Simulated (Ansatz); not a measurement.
**CO (carbon monoxide): levels of theory compared**

Aim: a comparison of 6 runs (UHF/STO-3G, B2PLYP/STO-3G, B3LYP/STO-3G, HSE06/STO-3G, revPBE/STO-3G, wB97M-V/STO-3G) of CO (carbon monoxide). 

The calculation is run with Ansatz 0.2.0.

38 further runs of the same task are left out: 10 that didn't finish, 28 set aside as unsound or not needed.

## 1. The molecule

CO: 2 atoms, total charge 0, spin state singlet. SMILES: `[C-]#[O+]`. The O2–C1 distance was set to 2.247 Å, away from the relaxed value.

## 2. A single-point energy at UHF/STO-3G (run 1)

Contents of job.yaml:

```yaml
crystal:
  periodic: [false, false, false]
  atoms:
    - symbol: C
      position_ang: [1.439733, -0.465311, 0.741617]
    - symbol: O
      position_ang: [-0.479900, 0.155100, -0.247200]
basis:
  gaussian:
    orbitals: STO-3G
accuracy: high
total_charge: 0
magnetization:
  spin_polarized: true
  initial_magnetization: 0
hamiltonian:
  xc: hf
```

Command:

```bash
$ ansatz run job.yaml --threads 1 --pin off --max-ram 2610MiB --events-out events.jsonl --progress --plain --runs-dir runs
```

Output:

```text
Warning: RAYON_NUM_THREADS=1 ignored (pool sized by the plan → 1); use --threads N
Functional definition: HF
  name "HF"
  exchange = exact_x
  correlation = 0
148 factors; integrals over basis functions are off by at most 2.3e-8 eV
mean field evaluation 1: about -2980.0123 eV, gradient 3.2e1 eV
mean field evaluation 2: about -2980.0341 eV, gradient 3.2e1 eV
mean field evaluation 4: about -2976.7971 eV, gradient 2.7e1 eV
mean field evaluation 8: about -3011.8775 eV, gradient 1.2e1 eV
mean field evaluation 16: about -3014.5327 eV, gradient 5.4e-7 eV
mean field evaluation 32: about -3018.4881 eV, gradient 5.2e-1 eV
mean field evaluation 64: about -3015.7837 eV, gradient 4.1e0 eV
mean field evaluation 96: about -3019.6609 eV, gradient 4.4e0 eV
mean field evaluation 128: about -3009.9077 eV, gradient 1.5e1 eV
mean field evaluation 160: about -3017.6675 eV, gradient 1.2e0 eV
mean field evaluation 192: about -3019.9901 eV, gradient 6.7e0 eV
mean field -3020.77703253 eV, -111.0115083894 hartree, gradient 6.4e-9 eV, S^2 1.995860; 10 other end points of the search recorded, 0 dependent functions left out
reference -3020.77703253 eV, -111.0115083894 hartree; 7, 7 occupied and 3, 3 virtual orbitals, 148 factors
Total energy: -3020.77703253 eV, -111.0115083894 hartree
```

It took 0.22 s on 1 thread of Intel Xeon Platinum 8375C at 2.90GHz (Ice Lake), shared host.

## 3. The energy at B2PLYP/STO-3G (run 2)

Contents of input.yaml:

```yaml
crystal:
  periodic: [false, false, false]
  atoms:
    - {symbol: C, position_ang: [1.439733, -0.465311, 0.741617]}
    - {symbol: O, position_ang: [-0.479900, 0.155100, -0.247200]}
basis:
  gaussian: {orbitals: STO-3G}
accuracy: high
correlation: {frozen_orbitals: {C: 1, O: 1}}
hamiltonian: {xc: {name: B2PLYP}}
```

Command:

```bash
$ ansatz run input.yaml --threads 1 --pin off --max-ram 2610MiB --events-out events.jsonl --progress --plain --runs-dir runs
```

Output, cut to the lines that bear on the results:

```text
Warning: RAYON_NUM_THREADS=1 ignored (pool sized by the plan → 1); use --threads N
Functional definition: B2PLYP
  name "B2PLYP"
[...]
148 factors; integrals over basis functions are off by at most 2.3e-8 eV
[...]
mean field -3023.41593943 eV, -111.1084864291 hartree, gradient 2.3e-8 eV, S^2 0.000000; 5 other end points of the search recorded, 0 dependent functions left out; unrestricted orbitals would lower it
2 core orbitals not correlated: weight in the atoms' cores, before any rotation towards them, 1.000 or more for the frozen orbitals, at most 0.000 for the correlated occupied ones
reference -3023.41595018 eV, -111.1084868242 hartree; 5, 5 occupied and 3, 3 virtual orbitals, 148 factors
second order -2.90351956 eV of doubles, -0.00000000 eV of singles
Total energy: -3024.19990046 eV, -111.1372964657 hartree
```

Run time: 0.8 s. Hardware: 1 thread of Intel Xeon Platinum 8375C at 2.90GHz (Ice Lake), shared host.

Runs 3 to 5 aren't shown in full; the table further down has their settings and results.

## 4. A single-point energy at wB97M-V/STO-3G (run 6)

Contents of in.yaml:

```yaml
crystal:
  periodic: [false, false, false]
  atoms:
    - {symbol: C, position_ang: [1.439733, -0.465311, 0.741617]}
    - {symbol: O, position_ang: [-0.479900, 0.155100, -0.247200]}
basis:
  gaussian:
    orbitals: STO-3G
hamiltonian:
  xc: {name: wB97M-V}
accuracy: high
```

Command:

```bash
$ ansatz run in.yaml --threads 1 --pin off --max-ram 2610MiB --events-out events.jsonl --progress --plain --runs-dir runs
```

Output, cut to the lines that bear on the results:

```text
Warning: RAYON_NUM_THREADS=1 ignored (pool sized by the plan → 1); use --threads N
Functional definition: wB97M-V
  name "wB97M-V"
[...]
  gx(w, u) = 1 - cx + cx01*u + cx10*w
  gss(w, u) = css00 + css04*u^4 + css10*w + css20*w^2 + css43*w^4*u^3
  gos(w, u) = cos00 + cos10*w + (cos20 + cos21*u)*w^2 + (cos60 + cos61*u)*w^6
[...]
      + integral(e_c_pw_mod_opposite_spin*gos(b97_w_opposite, b97_u_opposite)) + vv10(b, c)
148 factors; integrals over basis functions are off by at most 2.3e-8 eV
90 factors; integrals over basis functions are off by at most 5.5e-10 eV
[...]
mean field -3028.42915691 eV, -111.2927187734 hartree, gradient 7.6e-9 eV, S^2 0.000000; 2 other end points of the search recorded, 0 dependent functions left out
reference -3028.42915805 eV, -111.2927188152 hartree; 7, 7 occupied and 3, 3 virtual orbitals, 148 factors
Total energy: -3028.42915805 eV, -111.2927188152 hartree
```

Run time: 2.7 s. Hardware: 1 thread of Intel Xeon Platinum 8375C at 2.90GHz (Ice Lake), shared host; peak memory 0.17 GiB.

## 5. Overview of the runs

| run | level | frozen core orbitals | energy (Eh) | wall time |
| --- | --- | --- | --- | --- |
| 1 | UHF/STO-3G | – | -111.011508 | 0.22 s |
| 2 | B2PLYP/STO-3G | 2 | -111.137296 | 0.8 s |
| 3 | B3LYP/STO-3G | – | -111.328328 | 0.36 s |
| 4 | HSE06/STO-3G | – | -111.191604 | 0.42 s |
| 5 | revPBE/STO-3G | – | -111.378581 | 0.82 s |
| 6 | wB97M-V/STO-3G | – | -111.292719 | 2.7 s |

## 6. Summary of results

| quantity | value |
| --- | --- |
| run 6: total energy | -111.29272 Eh |

What this shows: Totals of different functionals can't be ranked against each other. In run 2 the log says that unrestricted orbitals would lower the reference, so the values rest on an unstable closed-shell determinant (other closed-shell runs at this shape may share the fault). In runs 1, 2, 3, 4, 5, 6 the basis is minimal, so the values are rough. Spin contamination of the reference: run 1 ⟨S²⟩ = 2.00. Where it is this large, the reference is a mixture of spin states, and values that rest on it are in doubt. All runs together took 5.4 s, the longest 2.7 s.
